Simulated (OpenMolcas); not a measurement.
# X3LYP/def2-SVPD (RICD fitting) run of C5H10 (cyclopentane)

Aim: the vertical electron affinity of C5H10 (cyclopentane) at X3LYP/def2-SVPD (RICD fitting), from 2 runs. 

Program for the calculation: OpenMolcas 26.06.

## (1) The structure to begin with

The species is C5H10 (15 atoms), meant as a singlet with charge 0. As SMILES, `C1CCCC1`. Geometry: relaxed at GFN2-xTB. This is one conformer, not always the lowest.

Bond lengths: C1–C2 1.525 Å, C2–C3 1.529 Å, C3–C4 1.539 Å, C1–C5 1.528 Å, C4–C5 1.538 Å, C1–H6 1.089 Å, C1–H7 1.091 Å, C2–H8 1.091 Å, C2–H9 1.089 Å, C3–H10 1.091 Å, C3–H11 1.089 Å, C4–H12 1.090 Å, C4–H13 1.090 Å, C5–H14 1.089 Å, C5–H15 1.091 Å. Some angles: C1–C2–C3 103.0°, C2–C1–C5 103.0°, C2–C3–C4 105.2°, C3–C4–C5 106.1°, C1–C5–C4 105.1°, C1–C2–H8 109.7°, C1–C2–H9 112.9°, C3–C2–H8 110.2°, C3–C2–H9 112.5°, C2–C1–H6 112.9°.

## (2) A single-point energy at X3LYP/def2-SVPD (RICD fitting)

Input file job.inp:

```
* C5H10 Kohn-Sham DFT
&GATEWAY
BasLib=$CurrDir
Coord
15
angstrom
C       -0.794840       0.948590       0.313900
C       -0.271390      -0.144680       1.239700
C        0.989140      -0.628160       0.522730
C        0.672860      -0.502790      -0.978590
C       -0.611610       0.338460      -1.075390
H       -1.830860       1.216590       0.518050
H       -0.180140       1.844600       0.416410
H       -1.001690      -0.952930       1.304180
H       -0.065660       0.215720       2.246890
H        1.827500       0.019500       0.783660
H        1.254830      -1.646750       0.802150
H        0.525230      -1.483000      -1.431220
H        1.496630      -0.020800      -1.504300
H       -0.546570       1.098950      -1.852580
H       -1.463450      -0.303280      -1.305600
Basis=def2-SVPD
Group=NoSym
RICD
&SEWARD
GridInput
Grid=Fine
End of Grid
&SCF
KSDFT=HYB_GGA_XC_X3LYP
PrOrbitals=0
```

The basis set def2-SVPD is read from a file made from the Basis Set Exchange's data (not shown).

The run is started by

```
$ export MOLCAS_MEM=1860
$ pymolcas job.inp > job.log
```

Output:

```text
--- Start Module: gateway ---
[...]
--- Stop Module: gateway /rc=_RC_ALL_IS_WELL_ ---
--- Start Module: seward ---
[...]
      Basis functions          180
--- Stop Module: seward /rc=_RC_ALL_IS_WELL_ ---
[...]
--- Start Module: scf ---
[...]
       Convergence after   9 Iterations
[...]
::    Total KS-DFT energy                            -196.3163697703
[...]
      Total spin, S                                     0.0000000000
[...]
      Total electronic charge=   40.000000
      Total            charge=   -0.000000
[...]
      Dipole Moment (debye):
      Origin of the operator (angstrom)=   -0.0025    0.0018    0.0035
                   X= -1.2984E-02               Y=  9.9177E-03               Z=  1.8389E-02           Total=  2.4598E-02
      Quadrupole Moment (debye*angstrom):
[...]
--- Stop Module: scf /rc=_RC_ALL_IS_WELL_ ---
[...]
```

Wall time 27 s (1 thread of AMD EPYC 7R43 (Zen 3), shared host); peak memory 0.14 GiB.

## (3) The doublet anion at the same level

Input file job.input:

```
&GATEWAY
 BasLib=$CurrDir
 Coord
 15
 angstrom
 C       -0.794840       0.948590       0.313900
 C       -0.271390      -0.144680       1.239700
 C        0.989140      -0.628160       0.522730
 C        0.672860      -0.502790      -0.978590
 C       -0.611610       0.338460      -1.075390
 H       -1.830860       1.216590       0.518050
 H       -0.180140       1.844600       0.416410
 H       -1.001690      -0.952930       1.304180
 H       -0.065660       0.215720       2.246890
 H        1.827500       0.019500       0.783660
 H        1.254830      -1.646750       0.802150
 H        0.525230      -1.483000      -1.431220
 H        1.496630      -0.020800      -1.504300
 H       -0.546570       1.098950      -1.852580
 H       -1.463450      -0.303280      -1.305600
 Basis=def2-SVPD
 Group=NoSym
 RICD

&SEWARD
 GridInput
 Grid=Fine
 End of Grid

&SCF
 UHF
 Charge=-1
 Spin=2
 KSDFT=HYB_GGA_XC_X3LYP
 PrOrbitals=0
```

The basis set def2-SVPD is read from a file made from the Basis Set Exchange's data (not shown).

The run is started by

```
$ export MOLCAS_MEM=1860
$ pymolcas job.input > job.log
```

Output:

```text
--- Start Module: gateway ---
[...]
--- Stop Module: gateway /rc=_RC_ALL_IS_WELL_ ---
--- Start Module: seward ---
[...]
      Basis functions          180
--- Stop Module: seward /rc=_RC_ALL_IS_WELL_ ---
[...]
--- Start Module: scf ---
[...]
       Convergence after  16 Iterations
[...]
::    Total KS-DFT energy                            -196.2490859767
[...]
      Total spin, S                                     0.5000926181
[...]
      Total electronic charge=   41.000000
      Total            charge=   -1.000000
[...]
      Dipole Moment (debye):
      Origin of the operator (angstrom)=   -0.0025    0.0018    0.0035
                   X=  1.3609E-01               Y= -1.0257E-01               Z= -1.9379E-01           Total=  2.5806E-01
      Center of Charge (angstrom)
[...]
--- Stop Module: scf /rc=_RC_ALL_IS_WELL_ ---
[...]
```

Run time: 83 s. Hardware: 1 thread of AMD EPYC 7R43 (Zen 3), shared host; peak memory 0.15 GiB.

## (4) What came out

At X3LYP/def2-SVPD (RICD fitting):

| quantity | value |
| --- | --- |
| singlet C5H10: total energy | -196.31637 Eh |
| singlet C5H10: dipole moment | 0.02 D |
| singlet C5H10: HOMO energy | -8.63 eV |
| singlet C5H10: LUMO energy | 0.46 eV |
| singlet C5H10: HOMO–LUMO gap | 9.09 eV |
| doublet anion: total energy | -196.24909 Eh |
| doublet anion: HOMO energy (highest over α and β) | 3.14 eV |
| doublet anion: LUMO energy (lowest over α and β) | 4.07 eV |
| doublet anion: ⟨S²⟩ | 0.750 |
| vertical electron affinity (to the doublet anion) | -1.831 eV |

What this shows: The anion lies 1.83 eV (177 kJ/mol) above the neutral: the electron isn't bound at this level, and such a value depends on the basis. Mulliken charges (singlet C5H10) run from -0.43 on H14 to +0.44 on C4; in a basis this large or diffuse they mean little. The HOMO (doublet anion) lies at positive energy, 3.14 eV; only total energies tell whether the electron is bound.
